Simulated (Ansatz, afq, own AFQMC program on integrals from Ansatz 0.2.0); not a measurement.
Integrals from Ansatz 0.2.0, then the random walk in our own AFQMC program (afq).

```yaml
crystal:
  periodic: [false, false, false]
  atoms:
    - {symbol: Si, position_ang: [0.000000, 0.000000, 0.000000]}
    - {symbol: H, position_ang: [-0.011525, 1.085107, 1.077576]}
    - {symbol: H, position_ang: [-0.016497, -1.077632, 1.084987]}
    - {symbol: H, position_ang: [0.016497, 1.077632, -1.084987]}
    - {symbol: H, position_ang: [0.011525, -1.085107, -1.077576]}
basis:
  gaussian: {orbitals: cc-pVDZ}
magnetization: {spin_polarized: true, initial_magnetization: 2}
correlation: {method: ccsd_t, electrons: outside_noble_gas, hamiltonian_folder: ham}
```

```sh
$ ansatz run in.yaml --threads 1 --pin off --events-out ev --progress --plain --max-ram 1843MiB
```

Options of the walk:

```
--method free --trial cisd --walkers 60 --time-step 0.03 --max-blocks 80 --target-error 0.00034 --factor-cut 1e-05 --seed 4739 --times 0,0.3,0.6,1.2,1.8,2.4,3.6,4.8,6 --taylor-order 8
```

Times are imaginary, in 1/Eh. The walk had a cap of 740 s.

Log:

```
orbitals 33  electrons 5 3  factors 243 of 353
reference energy -291.05316996 Eh
CCSD correlation -0.15325607 Eh in 9 cycles, weight of the determinant in the CISD state 0.9014
repeat  energy at the last time / Eh  error
    10  -291.211688  0.000670
    20  -291.212389  0.000639
    30  -291.212400  0.000688
    40  -291.212301  0.000566
    50  -291.212146  0.000465
    60  -291.211763  0.000424
    70  -291.211785  0.000394
    80  -291.211867  0.000361
time / (1/Eh)  energy / Eh  error  mean overlap
  0.00  -291.206387  0.000057  1.1090
  0.30  -291.209002  0.000081  1.1069
  0.60  -291.210224  0.000096  1.1014
  1.20  -291.211276  0.000117  1.0961
  1.80  -291.211521  0.000151  1.0988
  2.40  -291.211772  0.000190  1.0958
  3.60  -291.211634  0.000221  1.1160
  4.80  -291.211730  0.000310  1.1105
  6.00  -291.211867  0.000361  1.1126
energy -291.211867 +/- 0.000361 Eh
```

The run passed its tests (error under three times the target), which doesn't prove that it has relaxed.

Against this walk (error 9.8 meV) on the same determinant: CCSD(T) 36.0 meV higher, CCSDT(Q) 2.3 meV higher (within the noise). The error is statistical, and a free projection of finite length keeps a remainder of its start.

Cautions: remainder of the start not in the error; error above the target (9.8 against 9.3 meV); lower spins were not checked.

The walk took 6.7 min on 1 thread of Intel(R) Xeon(R) Platinum 8259CL CPU @ 2.50GHz (Skylake/Cascade Lake) (shared host). The log's last line is the free-projection energy.

CCSDT and higher add their correlation energy to the determinant of the CCSD(T) run, since their own runs factorise the integrals more tightly (a shift of under 2 meV). A walk keeps the symmetry of its determinant, which the program's search chose and which needn't be the lowest solution, so a lower state of the same spin and another symmetry isn't excluded.
